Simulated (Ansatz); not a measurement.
# triplet C3H4F2: levels of theory compared

Wanted: a comparison of 6 runs (UBHLYP/6-31G*, UPBE-QIDH/6-31G*, RPA@PBE/6-31G*, RPA@PBE0/6-31G*, UMP2/6-31G*, UBCCD(T)/6-31G*) of triplet C3H4F2. 

The results are computed with Ansatz 0.2.0.

47 further runs of the same task are left out: 47 set aside as unsound or not needed.

### Step 1. The molecule

C3H4F2 has 9 atoms, charge 0, and is taken as a triplet. As SMILES of the parent species, `F/C=C\CF`. Geometry: relaxed at PBE0-D4/def2-TZVP. This is one conformer, not always the lowest. That shape belongs to the parent species and isn't relaxed for this state.

Bond lengths: F1–C2 1.336 Å, C2–C3 1.320 Å, C3–C4 1.485 Å, C4–F5 1.387 Å, C2–H6 1.084 Å, C3–H7 1.084 Å, C4–H8 1.095 Å, C4–H9 1.091 Å. Some angles: F1–C2–C3 122.6°, C2–C3–C4 124.9°, C3–C4–F5 109.9°, F1–C2–H6 112.2°, C3–C2–H6 125.2°, C2–C3–H7 117.2°, C4–C3–H7 117.9°, C3–C4–H8 111.0°, C3–C4–H9 111.5°, F5–C4–H8 107.0°.

### Step 2. A single-point energy at UBHLYP/6-31G(d) (spherical functions) (run 1)

The input, job.yaml:

```yaml
basis:
  gaussian:
    orbitals: 6-31G_st_-spherical.json
crystal:
  periodic: [false, false, false]
  atoms:
    - symbol: F
      position_ang: [-1.771300, 0.696200, -0.764200]
    - symbol: C
      position_ang: [-0.756800, -0.083800, -1.148800]
    - symbol: C
      position_ang: [0.269900, -0.355400, -0.364300]
    - symbol: C
      position_ang: [0.439500, 0.155200, 1.019400]
    - symbol: F
      position_ang: [1.656600, 0.811400, 1.133700]
    - symbol: H
      position_ang: [-0.888900, -0.458700, -2.156900]
    - symbol: H
      position_ang: [1.042400, -1.001300, -0.765600]
    - symbol: H
      position_ang: [0.449800, -0.666700, 1.742700]
    - symbol: H
      position_ang: [-0.352600, 0.856800, 1.286900]
magnetization:
  spin_polarized: true
  initial_magnetization: 2
hamiltonian:
  xc: {name: BHLYP}
accuracy: high
output: {orbitals: {seedname: orbitals}}
```

The basis set 6-31G* is read from a file made from the Basis Set Exchange's data (not shown).

On the command line:

```sh
$ ansatz run job.yaml --threads 1 --pin off --max-ram 3480MiB --events-out events.jsonl --progress --plain --runs-dir runs
```

What it wrote:

```text
Warning: RAYON_NUM_THREADS=1 ignored (pool sized by the plan → 1); use --threads N
Functional definition: BHLYP
  name "BHLYP"
  parameter a = 0.5
  exchange = (1 - a)*b88_x + a*exact_x
  correlation = lyp_c
1845 factors; integrals over basis functions are off by at most 3.1e-9 eV
mean field evaluation 1: about -8598.0086 eV, gradient 2.0e1 eV
mean field evaluation 2: about -8599.3584 eV, gradient 1.4e1 eV
mean field evaluation 4: about -8600.1108 eV, gradient 1.4e0 eV
mean field evaluation 8: about -8600.1754 eV, gradient 1.1e-1 eV
mean field evaluation 16: about -8600.1754 eV, gradient 1.0e-4 eV
mean field -8600.17542482 eV, -316.0506174538 hartree, gradient 6.0e-8 eV, S^2 2.009377; 0 other end points of the search recorded, 0 dependent functions left out
reference -8600.17544485 eV, -316.0506181900 hartree; 21, 19 occupied and 57, 59 virtual orbitals, 1845 factors
Total energy: -8600.17544485 eV, -316.0506181900 hartree
```

Wall time 12 s (1 thread of Arm Neoverse V2, shared host); peak memory 0.35 GiB.

### Step 3. A single-point energy at UPBE-QIDH/6-31G(d) (spherical functions) (run 2)

The input, in.yaml:

```yaml
crystal:
  periodic: [false, false, false]
  atoms:
    - {symbol: F, position_ang: [-1.771300, 0.696200, -0.764200]}
    - {symbol: C, position_ang: [-0.756800, -0.083800, -1.148800]}
    - {symbol: C, position_ang: [0.269900, -0.355400, -0.364300]}
    - {symbol: C, position_ang: [0.439500, 0.155200, 1.019400]}
    - {symbol: F, position_ang: [1.656600, 0.811400, 1.133700]}
    - {symbol: H, position_ang: [-0.888900, -0.458700, -2.156900]}
    - {symbol: H, position_ang: [1.042400, -1.001300, -0.765600]}
    - {symbol: H, position_ang: [0.449800, -0.666700, 1.742700]}
    - {symbol: H, position_ang: [-0.352600, 0.856800, 1.286900]}
basis:
  gaussian:
    orbitals: 6-31G_st_-spherical.json
magnetization:
  spin_polarized: true
  initial_magnetization: 2
hamiltonian:
  xc: {name: PBE-QIDH}
correlation:
  frozen_orbitals: {C: 1, F: 1, H: 0}
accuracy: high
output: {orbitals: {seedname: orbitals}}
```

The basis set 6-31G* is read from a file made from the Basis Set Exchange's data (not shown).

On the command line:

```sh
$ ansatz run in.yaml --threads 1 --pin off --max-ram 3480MiB --events-out events.jsonl --progress --plain --runs-dir runs
```

What it wrote, shortened:

```text
Warning: RAYON_NUM_THREADS=1 ignored (pool sized by the plan → 1); use --threads N
Functional definition: PBE-QIDH
  name "PBE-QIDH"
[...]
1845 factors; integrals over basis functions are off by at most 3.1e-9 eV
[...]
mean field -8584.42406814 eV, -315.4717657725 hartree, gradient 4.4e-8 eV, S^2 2.013945; 0 other end points of the search recorded, 0 dependent functions left out
5 core orbitals not correlated: weight in the atoms' cores, before any rotation towards them, 1.000 or more for the frozen orbitals, at most 0.000 for the correlated occupied ones
reference -8584.42406874 eV, -315.4717657944 hartree; 16, 14 occupied and 57, 59 virtual orbitals, 1845 factors
second order -20.53542631 eV of doubles, -0.00000000 eV of singles
Total energy: -8591.26921084 eV, -315.7233201269 hartree
```

Wall time 15 s (1 thread of Arm Neoverse V2, shared host); peak memory 0.35 GiB.

Runs 3 to 5 aren't shown in full; the table further down has their settings and results.

### Step 4. A single-point energy at UBCCD(T)/6-31G(d) (spherical functions) (run 6)

The input, run.yaml:

```yaml
crystal:
  periodic: [false, false, false]
  atoms:
    - symbol: F
      position_ang: [-1.771300, 0.696200, -0.764200]
    - symbol: C
      position_ang: [-0.756800, -0.083800, -1.148800]
    - symbol: C
      position_ang: [0.269900, -0.355400, -0.364300]
    - symbol: C
      position_ang: [0.439500, 0.155200, 1.019400]
    - symbol: F
      position_ang: [1.656600, 0.811400, 1.133700]
    - symbol: H
      position_ang: [-0.888900, -0.458700, -2.156900]
    - symbol: H
      position_ang: [1.042400, -1.001300, -0.765600]
    - symbol: H
      position_ang: [0.449800, -0.666700, 1.742700]
    - symbol: H
      position_ang: [-0.352600, 0.856800, 1.286900]
basis:
  gaussian:
    orbitals: 6-31G_st_-spherical.json
magnetization:
  spin_polarized: true
  initial_magnetization: 2
correlation:
  method: bccd_t
  frozen_orbitals: {C: 1, F: 1, H: 0}
accuracy: high
scf:
  omitted_lower_state_checks: [cluster_reference, increment]
```

The basis set 6-31G* is read from a file made from the Basis Set Exchange's data (not shown).

On the command line:

```sh
$ ansatz run run.yaml --threads 1 --pin off --max-ram 3480MiB --events-out events.jsonl --progress --plain --runs-dir runs
```

What it wrote, shortened:

```text
Warning: RAYON_NUM_THREADS=1 ignored (pool sized by the plan → 1); use --threads N
Functional definition: HF
  name "HF"
[...]
1845 factors; integrals over basis functions are off by at most 3.1e-9 eV
[...]
mean field -8561.43550732 eV, -314.6269517446 hartree, gradient 2.3e-8 eV, S^2 2.021719; 0 other end points of the search recorded, 0 dependent functions left out
5 core orbitals not correlated: weight in the atoms' cores, before any rotation towards them, 1.000 or more for the frozen orbitals, at most 0.000 for the correlated occupied ones
reference -8561.43550732 eV, -314.6269517446 hartree; 16, 14 occupied and 57, 59 virtual orbitals, 1845 factors
second order -18.17473083 eV of doubles, -0.00000000 eV of singles
cycle   1  -18.65026160 eV  change   -4.8e-1 eV  update   1.0e-1
[...]
cycle  27  -19.23095476 eV  change  -2.6e-10 eV  update   1.9e-9
perturbative correction -0.50864102 eV, -0.0186922127 hartree
Total energy: -8581.17510310 eV, -315.3523685097 hartree
Checks for a lower state left out: cluster_reference, increment
```

It took 1.8 min on 1 thread of Arm Neoverse V2, shared host; peak memory 1.2 GiB.

### Step 5. All runs side by side

| run | level | frozen core orbitals | energy (Eh) | ⟨S²⟩ | wall time |
| --- | --- | --- | --- | --- | --- |
| 1 | UBHLYP/6-31G* (spherical functions) | – | -316.050618 | 2.009 | 12 s |
| 2 | UPBE-QIDH/6-31G* (spherical functions) | 5 | -315.723320 | 2.014 | 15 s |
| 3 | RPA@PBE/6-31G* (spherical functions) | 5 | -315.633704 | 2.005 | 14 s |
| 4 | RPA@PBE0/6-31G* (spherical functions) | 5 | -315.559498 | 2.008 | 17 s |
| 5 | UMP2/6-31G* (spherical functions) | 5 | -315.294861 | 2.022 | 3.3 s |
| 6 | UBCCD(T)/6-31G* (spherical functions) | 5 | -315.352369 | 2.022 | 1.8 min |

### Step 6. Summary of results

| quantity | value |
| --- | --- |
| run 6: total energy | -315.35237 Eh |
| run 6: correlation energy (5 core orbitals frozen) | -725.4 mEh |
| run 6: (T) correction | -18.69 mEh |
| run 6: ⟨S²⟩ of the reference determinant | 2.022 |

In words: Totals of different functionals can't be ranked against each other. All runs together took 2.8 min, the longest 1.8 min.
